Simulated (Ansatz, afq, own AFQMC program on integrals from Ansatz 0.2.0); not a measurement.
CH₃Al, singlet in cc-pVDZ, levels against CCSDT(Q)

```
atom    x (Å)    y (Å)    z (Å)
  Al  -0.0200   0.0000   0.5107
   C   0.0393   0.0000  -1.0439
   H   0.1402   0.0000   1.8743
   H  -0.0369   0.7966  -1.5525
   H  -0.0369  -0.7966  -1.5525
```

Connectivity, by distances: AlH–CH2.

Basis cc-pVDZ. Only valence electrons are correlated. Ansatz 0.2.0 and our own AFQMC program on the same integrals; the CISD trial comes from CCSD amplitudes, and released means the phaseless constraint is let go. Uncertainties: one standard error, sampling alone.

Determinant: RHF, the one that the program's search chose, which needn't be the lowest solution. The geometry is a point of a scan.

No full CI on the walks' own integrals is used here; CCSDT(Q) serves as the reference and is uncertain by about the last step of the cluster series.

Cautions: the released energies are still falling, so no released level is given (meV from the phaseless value at times in 1/Eh: 10 ± 12 at 0.24, 18 ± 11 at 0.51, 17 ± 13 at 0.99, 4 ± 11 at 1.62, -13 ± 17 at 2.40), though the last usable value meets CCSDT(Q) within the noise.

* T1 diagnostic: 0.0148
* weight of the determinant in the CISD state: 0.892
* size of the correlated space: 10 electrons in 41 orbitals

Reference: CCSDT(Q), correlation energy -6.395 eV.

| level | E − E(reference) (kJ/mol) | share of correlation (%) |
| --- | --- | --- |
| HF | 617.0 | 0.00 |
| MP2 | 88.1 | 85.72 |
| CCSD | 21.6 | 96.50 |
| CCSD(T) | 3.5 | 99.43 |
| CCSDT | 1.5 | 99.76 |
| ph-AFQMC/CISD | -1.6 ± 1.3 | 100.27 |

A walk keeps the symmetry of its determinant, which the program's search chose and which needn't be the lowest solution, so a lower state of the same spin and another symmetry isn't excluded.
